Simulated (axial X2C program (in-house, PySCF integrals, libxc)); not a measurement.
# Worked dissociation energy of Cl₂: MP2, without spin–orbit coupling

Calculated with an in-house relativistic program for diatomic molecules. Spin-free means the one-electron spin-free X2C Hamiltonian. Basis: Cl dyall-av3z [9s8p3d2f] (cores contracted in-house); Gaussian nuclei, density fitting, unrestricted open shells. Masses: Cl 34.969 u.

Molecular state: M_S = 0, Λ = 0 (closed shell).

Correlated methods: 14 electrons correlated (number of frozen shells: Cl 2 s, 1 p), 194 virtual spin orbitals or spinors in MP2.

```
E(Cl) (2M_S = 1, M_L = 1) : -461.066971 hartree
E(Cl₂) at Re              : -922.225754 hartree
ωe                        : 569.5 cm⁻¹
ωexe                      : 2.18 cm⁻¹
```

Work out De and D0.

De = -461.066971 + (-461.066971) − (-922.225754) = 0.09181 hartree = 2.498 eV. The zero-point energy is ωe/2 − ωexe/4 = 284 cm⁻¹ = 0.035 eV, so D0 = 2.463 eV.

One determinant describes the state; a PBE0 search over occupations chose it and may have missed a lower one. Closed shells are restricted here (equal orbitals for both partners); the stretched side of such a curve lies too high. De is counted from the lowest determinant-based energies of the atoms at the same level, without counterpoise correction.

Each atomic determinant is the lowest at this level and need not be a pure term. Totals compare only within one Hamiltonian and basis.
